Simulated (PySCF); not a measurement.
## Stretching Cl₂⁺

Set-up: PySCF, spin-free X2C with a Gaussian nucleus, basis sets Cl jorge-DZP-DKH. Energies in eV from Cl⁺ + Cl in their ground configurations at the same level. State: ²Πg (doublet), unpaired electrons π ↑.

| R (Å) | UHF | r²SCAN |
| --- | --- | --- |
| 1.656 | 0.183 | -2.268 |
| 1.733 | -0.672 | -3.170 |
| 1.810 | -1.099 | -3.668 |
| 1.868 | -1.217 | -3.852 |
| 1.926 | -1.207 | -3.918 |
| 1.984 | -1.101 | -3.895 |
| 2.061 | -0.850 | -3.767 |
| 2.157 | -0.418 | -3.503 |
| 2.273 | 0.196 | -3.101 |
| 2.427 | 1.066 | -2.519 |

Problem. Put a parabola through the three lowest points of the UHF curve and estimate Re, k and ωe (reduced mass 17.48 u; 1 eV/Å² = 0.16022 mdyn/Å; ωe = 1302.8·√(k/μ) cm⁻¹).

Solution. Through R = 1.81, 1.868, 1.926 Å the second-order coefficient is 19.0 eV/Å², so Re ≈ 1.892 Å, k ≈ 6.10 mdyn/Å and ωe ≈ 769 cm⁻¹. A polynomial fit of higher order to the unrounded UHF energies gives Re = 1.891 Å, k = 5.46 mdyn/Å, ωe = 728 cm⁻¹; anharmonicity and rounding make the difference.

The higher-order fit for each curve: UHF: Re = 1.891 Å, ωe = 728 cm⁻¹, De = 1.23 eV; r²SCAN: Re = 1.938 Å, ωe = 620 cm⁻¹, De = 3.92 eV.

The state was picked by a PBE0 search and need not be the measured ground state.
